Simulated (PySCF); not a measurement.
Gas-phase reaction: Al(OH)3 = AlH + 3 O + 2 H

Computed with PySCF (xtb for GFN2) and rigid-rotor harmonic-oscillator thermochemistry at 1 bar. † marks an energy on the PBE0/def2-TZVP geometry and frequencies; other levels use their own. MP2 and CCSD(T) freeze the core. Open shells (unrestricted): O (multiplicity 3, electronic degeneracy 9), H (multiplicity 2); the rest are closed-shell singlets. GFN2 has no spin-polarisation term. Spin-orbit splitting is ignored; it lowers the true energy and changes the entropy of O. B3LYP is the form with VWN-RPA correlation. Al(OH)3: computed as isolated molecules; such fragments, hydroxides, amides, oligomers or adducts are transient or little studied in the gas. MP2 isn't extrapolated to the basis-set limit; its ΔH°(298 K) is 2303.0 kJ in def2-SVP and 2459.7 kJ in def2-TZVPP. CCSD(T) isn't extrapolated to the basis-set limit; its ΔH°(298 K) is 2193.4 kJ in def2-SVP and 2338.4 kJ in def2-TZVPP. The harmonic model lacks anharmonicity and excited electronic states, which grow with temperature; levels with a mode under 35 cm⁻¹ are left out.

```
level                ΔE electronic, kJ  ΔH°(298 K), kJ  ΔS°(298 K), J/K  ΔG°(1400 K), kJ
-------------------  -----------------  --------------  ---------------  ---------------
B3LYP/def2-TZVP†                  2425            2347              598             1487
CCSD(T)/def2-TZVPP†               2416            2338              598             1478
GFN2-xTB                          3662            3590              594             2740
M06-2X/def2-TZVP†                 2484            2407              598             1547
MP2/def2-TZVPP†                   2537            2460              598             1600
PBE/def2-SVP                      2474            2400              595             1546
PBE/def2-TZVP†                    2498            2421              598             1561
PBE0/def2-QZVP†                   2439            2361              598             1501
PBE0/def2-SVP†                    2386            2308              598             1448
PBE0/def2-TZVP                    2417            2339              598             1479
LDA/def2-TZVP†                    2861            2783              598             1923
```
ΔH° is lowest at PBE0/def2-SVP† and highest at GFN2-xTB. No reference value is set beside these.
